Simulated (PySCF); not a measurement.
**Static response to an electric field**

Compound: C5H9N.
Geometry (GFN2-xTB, Å), atoms numbered from 1 in this order:
```xyz
15
C5H9N angstrom
C      2.482   -0.732   -0.158
N      1.821    0.259    0.217
C      0.629    0.645   -0.479
C     -0.545    0.564    0.475
C     -1.942    0.508   -0.061
C     -1.333   -0.706    0.575
H      3.367   -1.005    0.398
H      2.233   -1.352   -1.029
H      0.765    1.686   -0.791
H      0.439    0.026   -1.371
H     -0.379    1.119    1.388
H     -2.076    0.506   -1.133
H     -2.717    1.037    0.471
H     -1.057   -1.528   -0.068
H     -1.691   -1.018    1.544
```

Level: PBE0/def2-SVPD (PySCF), static field, nuclei fixed, core orbitals frozen in the response. The polarisability tensor in these axes (au):

```
x   77.74 -7.85 -0.20
y   -7.85 63.95  0.92
z   -0.20  0.92 57.66
```

**Question.** Diagonalise the tensor; give its mean and Δα, where Δα² is half the sum of the squared differences of the eigenvalues.

**Answer.** Principal values 57.45, 60.59 and 81.30 au; mean 66.45 au = 9.85 Å³ = 10.96 × 10⁻⁴⁰ C²·m²/J; Δα = 22.44 au (34 % of the mean).

**Question.** What is the dipole moment, and where does it point?

**Answer.** (-0.40, -0.77, -0.97) D, 1.31 D in size, pointing from the negative to the positive side. Measured along this direction, the outermost atoms are H11 at the negative end and H14 and H12 at the positive end.

**Question.** In a dilute gas of rigid molecules at 400 K, how does the orientational term μ²/3kT compare with the electronic polarisability?

**Answer.** In Gaussian units μ²/3kT = 10.28 Å³ against 9.85 Å³, a ratio of 1.04; the Debye molar polarisation (4π/3)N_A(α + μ²/3kT) is 50.8 cm³/mol, leaving out the vibrational part.

**Question.** In TDDFT the mean static polarisability is Σ f/ω² over all singlet excitations (ω in hartree). How much of it do the 6 lowest give? Their energies (eV) and oscillator strengths: 4.93, 0.0011; 6.80, 0.0033; 7.12, 0.0530; 7.21, 0.0813; 7.60, 0.0087; 7.75, 0.0626.

**Answer.** They add up to 2.90 au, 4.4 % of the 66.45 au; the largest single term is 1.16 au, from the state at 7.21 eV. Terms in order: 0.03, 0.05, 0.77, 1.16, 0.11, 0.77 au. Higher excitations give the rest. The strengths listed sum to 0.210.

**Question.** Along which axes do the principal values lie, and how far do the nuclei extend along each?

**Answer.** Largest value along (0.91, -0.41, -0.02), where the nuclei span 6.38 Å; middle along (0.41, 0.88, 0.25), 3.39 Å; least along (-0.08, -0.24, 0.97), 3.24 Å. 

**Question.** What would n − 1 = 2πNα be for an ideal gas of these molecules at 500 K and 1 atm, electronic part alone?

**Answer.** N = p/kT = 1.4678 × 10¹⁹ cm⁻³, so n − 1 = 2π × N × 9.85 × 10⁻²⁴ cm³ = 908 × 10⁻⁶ at long wavelengths, for an ideal gas.

Isolated species at its GFN2-xTB geometry (one conformer only).
